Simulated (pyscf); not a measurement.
O=Mo(=O)(OH)–OH (SMILES [O]=[Mo](=[O])([OH])[OH]) + H₂ (SMILES [H][H]) -> O=MoH(OH)(OH)–OH (SMILES [O]=[MoH]([OH])([OH])[OH]) (addition across a multiple bond or ene-type step; singlet surface; H–H broken, H–O, H–Mo formed). Optimised with ωB97X-D3(BJ)/def2-SVP in PySCF. Rate constants from transition-state theory at the high-pressure limit, ωB97M-D3(BJ)/def2-TZVP energies (ideal gas, 1 atm, RRHO with modes under 100 cm⁻¹ raised to 100, one conformer, R ln 2 for chiral ones without a mode under 150 cm⁻¹; no tunnelling), k in cm³ molecule⁻¹ s⁻¹.

| T (K) | 1000/T | log10 k |
|---|---|---|
| 298 | 3.354 | -44.26 |
| 600 | 1.667 | -28.22 |
| 900 | 1.111 | -22.89 |
| 1200 | 0.833 | ? |

Question: Fit an Arrhenius line to the three values, give the activation energy, and predict k at 1200 K.

Answer: Least squares gives log10 k = -12.33 − 9.52 × 1000/T, so Ea = 9.52 × ln 10 × 1.987 = 43.6 kcal/mol, against an electronic barrier of 41.2. At 1200 K the line gives -20.26; the computed value is -20.15 (ΔG‡ = 81.1 kcal/mol), a factor 1.3 over the line, since the plot is curved. On the product side the descent ends in a point that may be a rotor saddle (no frequency run), 4.6 kcal/mol over the lowest minimum found and 25.7 kcal/mol under the saddle at ωB97X-D3(BJ)/def2-TZVP. At the saddle there is also a short H–Mo contact that neither side keeps. This is the saddle that the search found; another between the same sides may lie lower. Elements past Kr carry the def2 core potentials, without spin-orbit coupling.
